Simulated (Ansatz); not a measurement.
# C₂H₂O₂: small, medium and large basis sets

The task here is to estimate one member of a computed series from the others.

Program: Ansatz 0.2.0, Gaussian basis. Level of theory: one geometry, several basis sets. These are calculated values, not measurements.

Plan: PBE0-D4/def2-SVP; ωB97M-V/def2-SVP; PBE0-D4/def2-QZVPP; ωB97M-V/def2-QZVPP; the functionals' def2-TZVPP values are taken from earlier runs.

### Structure used throughout

An earlier PBE0-D4 in a triple-zeta def2 set relaxation fixed the geometry.

6 atoms, charge 0, spin multiplicity 1.

Atoms are counted from 1 here; the program's logs count them from 0.

Bond lengths: O1–C2 1.159 Å, C2–C3 1.318 Å, C3–O4 1.381 Å, C3–H5 1.084 Å, O4–H6 0.962 Å. Angles: O1–C2–C3 178.8°, C2–C3–O4 120.5°, C2–C3–H5 118.4°, O4–C3–H5 120.8°, C3–O4–H6 108.5°.

As a file:

```
atom     x (Å)     y (Å)     z (Å)
  O1   0.68210  -1.99246   0.80024
  C2   0.44915  -0.96990   0.30749
  C3   0.20760   0.19134  -0.26667
  O4  -1.08827   0.64610  -0.41152
  H5   1.03655   0.72550  -0.71683
  H6  -1.24514   1.33543   0.24119
```

The first run:

in.yaml

```yaml
crystal:
  periodic: [false, false, false]
  atoms:
    - {symbol: O, position_ang: [0.682104, -1.992465, 0.800239]}
    - {symbol: C, position_ang: [0.449153, -0.969900, 0.307488]}
    - {symbol: C, position_ang: [0.207602, 0.191335, -0.266669]}
    - {symbol: O, position_ang: [-1.088271, 0.646099, -0.411517]}
    - {symbol: H, position_ang: [1.036551, 0.725502, -0.716835]}
    - {symbol: H, position_ang: [-1.245139, 1.335429, 0.241195]}
basis:
  gaussian: {orbitals: def2-SVP}
hamiltonian: {xc: pbe0, dispersion: d4}
output: {orbitals: {seedname: orbitals}}
```

Command:

```sh
ansatz run in.yaml --threads 2 --pin off --events-out ev --progress --plain --max-ram 4352MiB
```

Steps of the session up to this table: PBE0-D4 in def2-SVP; ωB97M-V in def2-SVP; PBE0-D4 in def2-QZVPP; ωB97M-V in def2-QZVPP.

One table of the session follows, with a row left open; its other results are not shown here.

It belongs to the step «Density functionals: the series». 

```
functional       basis  HOMO (eV)
   PBE0-D4    def2-SVP      -6.54
   PBE0-D4  def2-TZVPP      -6.70
   PBE0-D4  def2-QZVPP          ?
   ωB97M-V    def2-SVP      -8.74
   ωB97M-V  def2-TZVPP      -8.93
   ωB97M-V  def2-QZVPP      -8.97
```

**Question.** Estimate the row for PBE0-D4, def2-QZVPP.

As computed: HOMO (eV): -6.74. In the column «HOMO (eV)» it lies between ωB97M-V, def2-SVP (-8.74) and PBE0-D4, def2-TZVPP (-6.70).
